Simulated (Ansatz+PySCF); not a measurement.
The numbers below are computed, except where a source is named.
## Several solutions for triplet HO₂F

```xyz
4

O     0.0000    0.0000   -1.3071
O     0.0000    0.0000    1.3071
H    30.0000    0.0000   -1.2423
F    30.0000    0.0000    0.1380
```

Basis set: 6-31G (spherical functions). Charge 0, multiplicity 3.

UHF was run from several starts with Ansatz (development build ahead of 0.2.0) and PySCF 2.14.0.

```json
{"run": "A", "program": "PySCF", "start": "program defaults", "converged": "yes", "energy (hartree)": "-248.97072", "<S²>": "2.04"}
{"run": "B", "program": "PySCF", "start": "guess atom, instabilities followed", "converged": "yes", "energy (hartree)": "-249.41031", "<S²>": "3.33"}
{"run": "C", "program": "PySCF", "start": "guess minao, instabilities followed", "converged": "yes", "energy (hartree)": "-249.41031", "<S²>": "3.33"}
{"run": "D", "program": "Ansatz", "start": "stability test followed", "converged": "yes", "energy (hartree)": "-249.41030", "<S²>": "3.33"}
{"run": "E", "program": "Ansatz", "start": "atomic start, no search", "converged": "yes", "energy (hartree)": "-249.41030", "<S²>": "3.33"}
{"run": "F", "program": "PySCF", "start": "guess huckel, instabilities followed", "converged": "yes", "energy (hartree)": "-249.41031", "<S²>": "3.33"}
{"run": "G", "program": "Ansatz", "start": "search for the lowest state", "converged": "yes", "energy (hartree)": "-249.41030", "<S²>": "3.33"}
{"run": "H", "program": "PySCF", "start": "guess 1e, instabilities followed", "converged": "yes", "energy (hartree)": "-249.36343", "<S²>": "4.01"}
```

Q: Which runs reached the lowest solution of this kind, and what is wrong with the others?

A: B, C, D, E, F, G reached the lowest solution found. Converged but too high: A by 11.96 eV, H by 1.28 eV. Convergence only shows a stationary point, and even a stable one can lie too high; stability tests and further starts are what find lower ones. Caution: the unrestricted determinant is a mixture of spin states.
